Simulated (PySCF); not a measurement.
Geometry (Å), atoms numbered from 1 in this order:
```xyz
13

C     1.2564   -0.4320    0.4042
C    -0.0479   -0.1607   -0.3221
C    -0.4603    1.2937   -0.1934
N    -1.0922   -0.9994    0.2534
H     1.1443   -0.2167    1.4698
H     2.0624    0.1866    0.0033
H     1.5555   -1.4789    0.3002
H     0.1132   -0.3722   -1.3933
H     0.2980    1.9540   -0.6200
H    -1.4022    1.4847   -0.7158
H    -0.5999    1.5525    0.8592
H    -1.9719   -0.8526   -0.2269
H    -0.8582   -1.9798    0.1528
```

- coordinates at the PBE0-D3(BJ)/def2-TZVP level
- shieldings: GIAO B97-2/pcSseg-2
- code: PySCF 2.14
- gas phase, a single conformation, fast rotation and ring inversion assumed for equivalent nuclei, non-relativistic Hamiltonian

Referencing at the same level of theory: $^{13}$C (185.38 ppm), $^{1}$H (31.64 ppm) against TMS; $^{15}$N (261.75 ppm) against NH3.

```
              atoms   nucleus  count  δ (ppm)
            H12/H13   $^{1}$H      2        ?
                 N4  $^{15}$N      1     56.7
H5/H6/H7/H9/H10/H11   $^{1}$H      6        ?
                 C2  $^{13}$C      1     47.8
                 H8   $^{1}$H      1     3.35
              C1/C3  $^{13}$C      2     27.2
```

Q: Fill in the missing shifts.

A: 
- H5/H6/H7/H9/H10/H11: 0.97 ppm, hydrogen on a methyl carbon
- H12/H13: 0.69 ppm, hydrogen on an amine nitrogen; exchangeable, gas-phase position

OH and NH positions are those of a molecule without intermolecular hydrogen bonds; in solution they move with solvent, concentration and temperature, and exchange usually removes their couplings. Shifts are as computed. Against solution values, carbons near 30 ppm lie about +3 ppm off and those near 130 ppm about +7 ppm. Of 1309 compounds with measured shifts, 239 miss one by over three times the rms of a fit or turn the order of signals round; such compounds aren't used in these exercises. Experimental scales use liquid or dissolved standards, which lie at an offset from isolated NH3 (liquid NH3: subtract about 20 ppm).
